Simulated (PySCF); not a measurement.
# Gas-phase XPS of HPS, computed

Compound: HPS.
Structure used (PBE0-D3(BJ)/def2-SVP), in Å, numbered top down from 1:
```xyz
3
HPS angstrom
P     -0.2136    0.6818   -0.0022
S      1.4466   -0.3104   -0.0276
H     -1.2100   -0.3765    0.0047
```

The calculation used PySCF 2.14.0, delta-SCF UKS SCAN, pcX-2 on the ionised atom, pcseg-1 elsewhere, spin-free X2C. These are vertical core ionisation energies against the vacuum level, from separate self-consistent calculations with and without the core hole.

What binding energy does each computed site have?

| atom(s) | environment | level | binding energy (eV) | 2p1/2 (eV) | count |
| --- | --- | --- | --- | --- | --- |
| P1 | phosphorus bonded to S and H | P 2p3/2 | 138.12 | 139.02 | 1 |
| P1 | phosphorus bonded to S and H | P 1s | 2151.76 | – | 1 |
| S2 | sulfur bonded to P | S 1s | 2477.30 | – | 1 |

Which photon energy gives electrons from P 2p3/2 of P1 a kinetic energy of 50 eV, and what is their de Broglie wavelength?

hν = 138.12 + 50 = 188.12 eV, recoil neglected; λ = 12.264 Å/√(E/eV) = 1.73 Å.

Which photon wavelength matches the P 2p3/2 of P1 threshold?

λ = hc/E = 12398.42 eV Å / 138.12 eV = 89.766 Å.

Not every level is listed. The 2p values aren't plain energy differences: one relaxed spin-free 2p hole is combined with a matrix within the shell (ground-state 2p orbital-energy differences and spin–orbit coupling). 2p3/2, the mean of its two sublevels, lies a third of the splitting below the shell's mean and 2p1/2 two thirds above it; the statistical areas are 2:1. 2p1/2 minus 2p3/2 (ligand field included): P 0.90 eV. Geometry: PBE0-D3(BJ)/def2-SVP; no solvent, vibrations or thermal averaging.
